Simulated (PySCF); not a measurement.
Stretching LiC

Set-up: basis Li 3-21G, C 3-21G; no relativity; PySCF 2.14. Energies in eV from Li + C in their ground configurations at the same level. State: ⁴Σ⁻ (quartet), unpaired electrons σ ↑, π ↑↑.

| R (Å) | TPSS | UHF-MP2 | UHF-CCSD |
| --- | --- | --- | --- |
| 1.646 | -2.267 | -1.697 |  |
| 1.723 | -2.510 | -1.956 | -1.887 |
| 1.799 | -2.652 | -2.108 | -2.043 |
| 1.857 | -2.707 | -2.169 | -2.105 |
| 1.914 | -2.728 | -2.192 | -2.131 |
| 1.971 | -2.720 | -2.186 | -2.128 |
| 2.048 | -2.678 | -2.141 | -2.086 |
| 2.144 | -2.586 | -2.041 | -1.992 |
| 2.259 | -2.440 | -1.879 | -1.837 |
| 2.412 | -2.214 | -1.623 |  |

Put a parabola through the three lowest points of the TPSS curve and estimate Re, k and ωe (reduced mass 4.427 u; 1 eV/Å² = 0.16022 mdyn/Å; ωe = 1302.8·√(k/μ) cm⁻¹).

Through R = 1.857, 1.914, 1.971 Å the second-order coefficient is 4.46 eV/Å², so Re ≈ 1.927 Å, k ≈ 1.43 mdyn/Å and ωe ≈ 740 cm⁻¹. A polynomial fit of higher order to the unrounded TPSS energies gives Re = 1.926 Å, k = 1.27 mdyn/Å, ωe = 699 cm⁻¹; anharmonicity and rounding make the difference.

The higher-order fit for each curve: TPSS: Re = 1.926 Å, ωe = 699 cm⁻¹, De = 2.73 eV; UHF-MP2: Re = 1.929 Å, ωe = 724 cm⁻¹, De = 2.19 eV; UHF-CCSD: Re = 1.934 Å, ωe = 714 cm⁻¹, De = 2.13 eV.

Correlated steps freeze 1 core orbital. 3-21G is very small, so such numbers show the basis as much as the molecule. The state was picked by a PBE0 search and need not be the measured ground state.
